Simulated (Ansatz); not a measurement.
```yaml
crystal:
  periodic: [false, false, false]
  atoms:
    - {symbol: Nb, position_ang: [0.000000, 0.000000, 0.000000]}
    - {symbol: H, position_ang: [0.000000, 0.000000, 1.760000]}
basis:
  gaussian: {orbitals: def2-TZVP}
magnetization: {spin_polarized: true, initial_magnetization: 4}
hamiltonian: {xc: pbe0}
relax: {f_tol: 0.004, max_steps: 80}
```

```sh
$ ansatz run in.yaml --threads 1 --pin off --events-out ev --progress --plain --max-ram 2176MiB
```

Steps of the relaxation (energy above the last step; positions in Å, forces in eV/Å):

```
2
step 1, 0.1 meV
Nb    0.000    0.000    0.000    0.000    0.000   -0.047
H     0.000    0.000    1.760    0.000    0.000    0.047
```

```
2
step 2, 0.0 meV
Nb    0.000    0.000   -0.003    0.000    0.000    0.027
H     0.000    0.000    1.763    0.000    0.000   -0.027
```

```
2
step 3, 0.0 meV
Nb    0.000    0.000   -0.002    0.000    0.000    0.000
H     0.000    0.000    1.762    0.000    0.000    0.000
```

Close pairs at the end: Nb1–H2 1.764 Å.

A stationary point of unrestricted PBE0 after 3 steps, with ⟨S²⟩ = 6.018 against 6.00 for a pure state. 6 s on 1 thread of Arm Neoverse V2, shared host.
